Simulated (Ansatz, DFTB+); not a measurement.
# bcc W: properties by level of theory

Reference values: lattice constant a 3.16 Å (measured, static lattice: zero-point anharmonic expansion removed; as tabulated in Mejia-Rodriguez and Trickey (2018), arXiv:1807.09216); elastic constant C11 533 GPa (measured, 0 K, extrapolated to 0 K; zero-point effects included; as tabulated in Wang et al. (2022), arXiv:2209.12322); elastic constant C44 163 GPa (measured, 0 K, extrapolated to 0 K; zero-point effects included; as tabulated in Wang et al. (2022), arXiv:2209.12322).

```csv
level (code),lattice parameter a (Å),elastic constant C11 (GPa),elastic constant C44 (GPa)
GFN1-xTB as cut by DFTB+,3.249,433,170
revPBE (Ansatz),3.193,503,137
r²SCAN (Ansatz),3.169,552,[?]
```

Task: Fill in the missing entries.

Result: 
- r²SCAN (Ansatz, a quantum-chemistry and plane-wave program), elastic constant C44 (GPa): 147

Differences from the reference values (errors of the level alone only where the reference is corrected to a static lattice):

```csv
level,lattice constant a (%),elastic constant C11 (%),elastic constant C44 (%)
GFN1-xTB as cut by DFTB+,+2.82,-18.8,+4.3
revPBE,+1.04,-5.6,-16.0
r²SCAN,+0.28,+3.6,-9.8
```

Nearest: lattice constant a, r²SCAN; elastic constant C11, not ranked (one source); elastic constant C44, not ranked (one source).

Caveats: codes differ in how they cut the long-range tail of xTB's charge interaction in a crystal, so the value belongs to this code (GFN1-xTB as cut by DFTB+); shear constants of such metals converge slowly with the k mesh (revPBE, r²SCAN); the method was fitted mainly to molecules (GFN1-xTB as cut by DFTB+). Ansatz's density-functional and Hartree–Fock values are scalar-relativistic unless marked +SOC, with PAW data made under PBE.

Differences are worked out from the printed values.

The computed numbers hold no vibrational or temperature effects.
